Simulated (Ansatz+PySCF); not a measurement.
doublet C2H3N2: levels of theory in one basis

```yaml
atoms:
  - { symbol: H, position_ang: [-2.4588, -0.0136, 0.2394] }
  - { symbol: N, position_ang: [-1.5579, -0.3444, -0.0702] }
  - { symbol: C, position_ang: [-0.5018, 0.5394, 0.0137] }
  - { symbol: C, position_ang: [0.8173, 0.1119, 0.0011] }
  - { symbol: N, position_ang: [1.9467, -0.2548, 0.0039] }
  - { symbol: H, position_ang: [-1.3731, -1.3130, 0.1449] }
  - { symbol: H, position_ang: [-0.7284, 1.5953, -0.0087] }
```

Basis set: cc-pVTZ (spherical functions). Correlated methods keep 4 orbitals frozen. Correlation on ROHF uses semicanonical orbitals with singles. Charge 0, multiplicity 2.

Computed with Ansatz (development build ahead of 0.2.0) and PySCF 2.14.0; each method stands on the lowest determinant of its kind that the runs found.

```tsv
method	E − E(ROHF) (eV)	<S²> of the determinant
ROHF	0.00	0.75
UHF	-0.40	0.96
UHF-MP2	-18.70	0.96
```

Problem. What does ROHF-MP2 give on the same scale?

Solution. -19.28 eV.

Caution for UHF, UHF-MP2: the unrestricted determinant is spin contaminated. Caution for ROHF-MP2, UHF-MP2: forces differ strongly between restricted and unrestricted references.
